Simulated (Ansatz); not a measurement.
Relaxation of C₂H₃NO₂ (8 atoms, charge 0, multiplicity 1), to a largest force component of 0.015 eV/Å in at most 40 steps.

Computed with RKS B3LYP/def2-SVP in Ansatz.

```xyz
8
Properties=species:S:1:pos:R:3
N -1.354 -0.177 1.461
C -0.592 -0.038 0.610
C 0.274 0.030 -0.342
O 1.022 1.217 -0.568
O 0.611 -1.080 -1.097
H -1.533 0.780 1.934
H 1.580 0.997 -1.294
H 0.085 -1.785 -0.761
```

Question: Where does it end, and by what steps?

Answer: It converged. After 18 steps the energy has fallen by 2.505 eV; H6 moved furthest, 0.56 Å. The start is strongly strained (largest force component 9 eV/Å).

```json
{"step": "0", "energy less start (eV)": "0.0000", "largest force component (eV/Å)": "8.585", "accepted": "yes"}
{"step": "1", "energy less start (eV)": "-1.3017", "largest force component (eV/Å)": "2.387", "accepted": "yes"}
{"step": "2", "energy less start (eV)": "-2.0466", "largest force component (eV/Å)": "2.230", "accepted": "yes"}
{"step": "3", "energy less start (eV)": "-2.3547", "largest force component (eV/Å)": "0.969", "accepted": "yes"}
{"step": "4", "energy less start (eV)": "-2.3516", "largest force component (eV/Å)": "1.244", "accepted": "no"}
{"step": "5", "energy less start (eV)": "-2.4127", "largest force component (eV/Å)": "0.588", "accepted": "yes"}
{"step": "6", "energy less start (eV)": "-2.4469", "largest force component (eV/Å)": "0.148", "accepted": "yes"}
{"step": "7", "energy less start (eV)": "-2.4673", "largest force component (eV/Å)": "0.625", "accepted": "yes"}
{"step": "8", "energy less start (eV)": "-2.4692", "largest force component (eV/Å)": "1.269", "accepted": "yes"}
{"step": "9", "energy less start (eV)": "-2.4853", "largest force component (eV/Å)": "0.361", "accepted": "yes"}
{"step": "10", "energy less start (eV)": "-2.3738", "largest force component (eV/Å)": "1.052", "accepted": "no"}
{"step": "11", "energy less start (eV)": "-2.4956", "largest force component (eV/Å)": "0.206", "accepted": "yes"}
{"step": "12", "energy less start (eV)": "-2.5013", "largest force component (eV/Å)": "0.150", "accepted": "yes"}
{"step": "13", "energy less start (eV)": "-2.4988", "largest force component (eV/Å)": "0.229", "accepted": "no"}
{"step": "14", "energy less start (eV)": "-2.5032", "largest force component (eV/Å)": "0.140", "accepted": "yes"}
{"step": "15", "energy less start (eV)": "-2.5043", "largest force component (eV/Å)": "0.053", "accepted": "yes"}
{"step": "16", "energy less start (eV)": "-2.5047", "largest force component (eV/Å)": "0.024", "accepted": "yes"}
{"step": "17", "energy less start (eV)": "-2.5048", "largest force component (eV/Å)": "0.023", "accepted": "yes"}
{"step": "18", "energy less start (eV)": "-2.5049", "largest force component (eV/Å)": "0.015", "accepted": "yes"}
```

```xyz
8
Properties=species:S:1:pos:R:3
N -1.036 0.037 1.797
C -0.483 0.126 0.692
C 0.271 0.078 -0.398
O 0.993 1.153 -0.810
O 0.269 -0.962 -1.296
H -1.976 0.464 1.816
H 1.883 0.843 -1.039
H 0.172 -1.797 -0.818
```

Whether the end is a true minimum wasn't checked by a vibrational analysis.

Run time: 2.3 min on 1 thread of Intel(R) Xeon(R) Processor @ 2.50GHz (Skylake/Cascade Lake), with other jobs on the host, peak memory 0.17 GiB.
